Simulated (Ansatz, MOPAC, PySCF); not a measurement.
Molecule: C$_{2}$H$_{5}$S (charge 0, doublet). SMILES: [S]CC
Geometry from a B3LYP-D3(BJ)/def2-TZVP (Ansatz, a first-principles code) optimisation:
```
C
H 1 1.0952
H 1 1.0952 2 105.16
C 1 1.5217 2 111.58 3 121.13
H 4 1.0903 1 110.85 2 -178.77
H 4 1.0903 5 107.88 1 121.55
H 4 1.0932 5 108.32 6 117.04
S 1 1.8031 2 106.16 3 -112.26
```
Charge 0, spin multiplicity 2.

Unscaled harmonic wavenumbers (cm⁻¹) in rising order, each level at the stationary point that it reaches from this structure (no distance between atoms moves by over 0.3 Å); the order of modes can differ between levels, and a negative number is imaginary. B3LYP-D3(BJ)/def2-TZVP (PySCF, at the structure above): 226, 333, 472, 664, 902, 978, 1071, 1255, 1282, 1416, 1431, 1489, 1497, 3009, 3020, 3031, 3093, 3112.

AM1 (MOPAC): 140, 311, 565, 728, 927, 1054, 1172, 1231, 1265, 1352, 1384, 1388, 1431, 2980, 3051, 3062, 3065, 3153. Zero-point energy 40.4 against 40.4 kcal/mol; where all levels lie over 400 cm⁻¹, the wavenumbers are on average 1.018 times those of B3LYP-D3(BJ)/def2-TZVP.

PM3 (MOPAC): 156, 320, 655, 696, 916, 1015, 1108, 1120, 1217, 1343, 1397, 1400, 1406, 2940, 3025, 3079, 3083, 3181. Zero-point energy 40.1 against 40.4 kcal/mol; where all levels lie over 400 cm⁻¹, the wavenumbers are on average 1.011 times those of B3LYP-D3(BJ)/def2-TZVP.

HF/6-31G* (Ansatz): 259, 354, 585, 717, 993, 1055, 1167, 1383, 1441, 1564, 1602, 1630, 1640, 3206, 3224, 3245, 3271, 3292. Zero-point energy 43.8 against 40.4 kcal/mol; where all levels lie over 400 cm⁻¹, the wavenumbers are on average 1.097 times those of B3LYP-D3(BJ)/def2-TZVP.
